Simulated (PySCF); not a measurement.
Basis-set dependence of excited states

Acrylonitrile, C3H3N.
Numbering: `[CH2:1]=[CH:2][C:3]#[N:4]` (hydrogens: H5, H6 on C1; H7 on C2)

Geometry (PBE0-D3(BJ)/def2-SVP, Å), atoms numbered from 1 in this order:
```
atom  x, y, z in Å
C1    -1.024    0.262   -0.002
C2     0.094   -0.472   -0.038
C3     1.402    0.096    0.042
N4     2.470    0.543    0.105
H5    -0.992    1.350    0.094
H6    -2.003   -0.217   -0.067
H7     0.053   -1.562   -0.134
```

TDDFT with PBE0 (PySCF), vertical singlets, core orbitals frozen in the response, spherical d and f functions. Isolated species at its PBE0-D3(BJ)/def2-SVP geometry, gas phase.

```
      basis  functions  diffuse  S1 (eV)  S2 (eV)  S3 (eV)  S4 (eV)  S5 (eV)  LUMO (eV)  α (au)
     6-31G*         62       no     6.25     6.49     7.15     7.38     8.28      -1.37    33.2
   def2-SVP         71       no     6.22     6.46     7.16     7.26     8.21      -1.59    34.5
    6-31+G*         78      yes     6.20     6.30     6.88     7.33     7.75      -1.73    39.3
  def2-SVPD        104      yes     6.19     6.33     7.01     7.25     8.13      -1.78    41.6
aug-cc-pVDZ        119      yes     6.15     6.24     6.81     7.27     7.57      -1.79    42.8
  def2-TZVP        142       no     6.14     6.29     7.02     7.26     8.10      -1.76    39.9
 def2-TZVPD        175      yes     6.13     6.25     6.88     7.25     7.78      -1.79    42.8
aug-cc-pVTZ        253      yes     6.12     6.22     6.81     7.24     7.56      -1.81    43.1
```

Question: Compare the sets with the largest diffuse one.

Answer: States are compared by their number. Against the largest diffuse basis here (aug-cc-pVTZ, itself not a converged limit), sets without diffuse functions differ by up to 0.13 eV in S1 and 0.72 eV in S5; the smaller diffuse sets differ by up to 0.08 and 0.57 eV. State by state, the largest deviation of a set without diffuse functions is S1 0.13, S2 0.27, S3 0.36, S4 0.14, S5 0.72 eV. The same number needn't mean the same state in each row. Against aug-cc-pVTZ the polarisability deviates by -23% in 6-31G*, -20% in def2-SVP, -9% in 6-31+G*, -3% in def2-SVPD, -1% in aug-cc-pVDZ, -7% in def2-TZVP, -1% in def2-TZVPD. A single + in a Pople set puts diffuse functions on heavy atoms only.
